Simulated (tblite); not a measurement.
Task: Write Cartesian coordinates for `CCOC[O]` [radical] as optimised with GFN2-xTB. (Doublet state.)

Result: 
```xyz
12
C3H7O2 angstrom
C     -1.479    0.170    0.302
C     -0.390   -0.862    0.010
O      0.669   -0.326   -0.755
C      1.576    0.494   -0.047
O      1.414    0.689    1.200
H     -1.079    0.960    0.932
H     -1.840    0.601   -0.628
H     -2.302   -0.313    0.820
H      0.013   -1.234    0.962
H     -0.784   -1.690   -0.583
H      1.617    1.453   -0.643
H      2.587    0.059   -0.302
```

Any rigid rotation of these coordinates is as good. Atoms count from 1 in this order. Of the pairs four or more bonds apart, O5···H9 is among the closest relative to their van der Waals radii: 2.39 Å, 88 % of the sum of Bondi's values. O3 (oxygen bonded to 2 C) is bent (angle 115.5°). The C–O distances run from 1.272 Å (C4–O5, drawn single) to 1.413 Å (O3–C4, drawn single), a spread of 0.141 Å.

Bonds between heavy atoms (Å): C1–C2 1.528, C2–O3 1.412, O3–C4 1.413, C4–O5 1.272.

Structure optimised with GFN2-xTB, isolated species. This method treats the open shell by occupation alone, without spin polarisation.

Point group: C1 (no symmetry element, even within 0.4 Å). Its GFN2-xTB frequencies are all real (lowest 88 cm⁻¹). Torsions: C1–C2–O3–C4 77°, C2–O3–C4–O5 1°. 3 starts were optimised and ended at 0.00, 0.13 and 6.06 kcal/mol (GFN2-xTB); the lowest of these is shown.

Hardware: an Intel Xeon at 2.60 GHz with one thread, shared host with 96 logical CPUs at a one-minute load of 28. Cost: 0.31 s wall. This is the geometry optimisation.

One conformer stands for the species.

The numbers are calculated, not measured.
